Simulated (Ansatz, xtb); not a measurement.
Two structures of AlH7PSi

Structure X is `[AlH2][PH2][SiH3]`, a doublet and structure Y is a doublet given by its coordinates. Both are isolated molecules in the gas phase, relaxed with BLYP-D3(BJ)/def2-SVP; the shapes shown needn't be the lowest conformers.

X (Å):

```xyz
10

Al    0.6978    3.2788    2.2191
P    -0.6693    1.1714    2.1947
Si    0.5026   -0.6020    1.3280
H     1.1874    3.2389    0.6851
H    -0.3379    4.3975    2.7284
H    -1.9577    0.9219    1.5841
H    -0.9972    0.6581    3.4890
H     1.8124   -0.6584    2.0447
H     0.6955   -0.3189   -0.1269
H    -0.2664   -1.8723    1.5220
```

Y (Å):

```xyz
10

Al   -0.0886   -1.7507   -0.0199
P     0.6200    0.1126    1.3812
Si   -0.6926    0.1169   -1.6922
H    -1.3959   -2.4189    0.6016
H    -1.7528    1.0496   -1.1851
H    -1.2443   -0.6405   -2.8785
H     0.4938    0.9163   -2.1448
H     1.1895   -2.5713   -0.5046
H    -0.4545    1.0561    1.4692
H     1.5127    0.9413    0.6273
```

Close contacts (Å): Al1–P2 2.44, Al1–Si3 2.58, Al1–H4 1.59, Al1–H8 1.59, P2–H9 1.43, P2–H10 1.43, Si3–H5 1.50, Si3–H6 1.51, Si3–H7 1.50.

Problem. Which of the two would you expect CCSD(T)/def2-SVP electronic energies to favour?

Solution. Too close to call at this level: CCSD(T)/def2-SVP gives E(Y) − E(X) = −0.51 kJ/mol.

Level by level:

```json
{"level": "BLYP-D3(BJ)/def2-SVP", "geometry": "BLYP-D3(BJ)/def2-SVP", "E(Y) − E(X) (kJ/mol)": "−16.60", "departure from the last row (kJ/mol)": "−16.09", "job, with rough time for the two": "optimisation, 3.2 min"}
{"level": "HF/def2-SVP", "geometry": "BLYP-D3(BJ)/def2-SVP", "E(Y) − E(X) (kJ/mol)": "+20.70", "departure from the last row (kJ/mol)": "+21.22", "job, with rough time for the two": "part of the CCSD(T) run"}
{"level": "MP2/def2-SVP", "geometry": "BLYP-D3(BJ)/def2-SVP", "E(Y) − E(X) (kJ/mol)": "+11.81", "departure from the last row (kJ/mol)": "+12.32", "job, with rough time for the two": "part of the CCSD(T) run"}
{"level": "CCSD(T)/def2-SVP", "geometry": "BLYP-D3(BJ)/def2-SVP", "E(Y) − E(X) (kJ/mol)": "−0.51", "departure from the last row (kJ/mol)": "", "job, with rough time for the two": "single point, 20 s"}
```

The largest departure from CCSD(T)/def2-SVP is that of HF/def2-SVP, 21.22 kJ/mol. Levels run at GFN2-xTB geometries aren't shown.

With harmonic frequencies from BLYP-D3(BJ)/def2-SVP (ideal gas, rigid rotor, one conformer each, 400 K, 1 atm): on the last row, ΔE + ΔZPE = −2.04 kJ/mol. A mode under 50 cm⁻¹ makes harmonic enthalpies and free energies unreliable, so none is given.

Open shells are spin-unrestricted. The correlated steps freeze 15 core orbitals. Run with Ansatz 0.2.0; the last row on 2 threads of Intel(R) Xeon(R) Platinum 8259CL CPU @ 2.50GHz (Skylake/Cascade Lake) on a shared host.
